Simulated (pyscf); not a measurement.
Single points on ωB97X-D3(BJ)/def2-SVP structures (PySCF, gas phase).

Task: F–Si(O–SiH₃)(O–SiH₃)–O–SiH₃ + hydrogen fluoride (HF) + hydrogen fluoride (HF) → F–Si(F)(O–SiH₃)–O–SiH₃ + silanol (HO–SiH₃) + hydrogen fluoride (HF)
Surface: singlet. Broken: O–Si, F–H, F–H. Formed: F–Si, H–O, F–H. Give ΔE‡ and ΔE from PBE/def2-TZVP, relative to the separated reactants.

Result: ΔE‡ = -14.2 kJ/mol, ΔE = -30.1 kJ/mol. ωB97M-D3(BJ)/def2-TZVP gives -0.5 kJ/mol and -22.0 kJ/mol. Zero-point energy shifts the barrier by +11.4 kJ/mol. It is a multi-bond step, with an imaginary mode of 719i cm⁻¹. On the reactant side the descent ends in a bound adduct (not fully relaxed), 64.7 kJ/mol under the separated species and 62.9 kJ/mol under the saddle at ωB97X-D3(BJ)/def2-TZVP. On the product side the descent ends in an adduct with a O–Si, O–Si contact, 22.9 kJ/mol under the separated species and 33.1 kJ/mol under the saddle at ωB97X-D3(BJ)/def2-TZVP. At PBE the saddle lies under the separated reactants, which points to a path from their complex (located at ωB97X-D3(BJ) alone). What is counted as broken (O–Si) persists as a longer contact in the product adduct; parting that adduct is a step of its own. This is the saddle that the search found; another between the same sides may lie lower.
